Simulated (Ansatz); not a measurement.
in.yaml

```yaml
crystal:
  periodic: [false, false, false]
  atoms:
    - {symbol: P, position_ang: [0.039991, 0.006690, 0.000000]}
    - {symbol: H, position_ang: [0.155941, 0.006690, -1.514668]}
    - {symbol: H, position_ang: [-0.672545, 0.852579, 0.000000]}
    - {symbol: H, position_ang: [-0.868266, -1.071548, 0.000000]}
    - {symbol: H, position_ang: [0.155941, 0.006690, 1.514668]}
basis:
  gaussian: {orbitals: 6-31G}
magnetization: {spin_polarized: true, initial_magnetization: 1}
hamiltonian: {xc: hf}
accuracy: high
output: {orbitals: {seedname: orbitals}}
```

```sh
$ ansatz run in.yaml --threads 1 --pin off --events-out ev --progress --plain --max-ram 2393MiB
```

The program prints:

```
472 factors; integrals over basis functions are off by at most 2.7e-9 eV
mean field evaluation 1: about -9327.4584 eV, gradient 7.4e0 eV
mean field evaluation 2: about -9327.4641 eV, gradient 7.4e0 eV
mean field evaluation 4: about -9328.0605 eV, gradient 7.2e-1 eV
mean field evaluation 8: about -9328.0717 eV, gradient 6.2e-7 eV
mean field -9328.07174329 eV, -342.8003137717 hartree, gradient 2.8e-8 eV, S^2 0.781303; 0 other end points of the search recorded, 0 dependent functions left out
reference -9328.07174329 eV, -342.8003137717 hartree; 10, 9 occupied and 11, 12 virtual orbitals, 472 factors
Total energy: -9328.07174329 eV, -342.8003137717 hartree
```

Ran on 1 thread of Intel Xeon Platinum 8488C, shared host: 0.18 s wall, 0.14 GiB peak host memory.
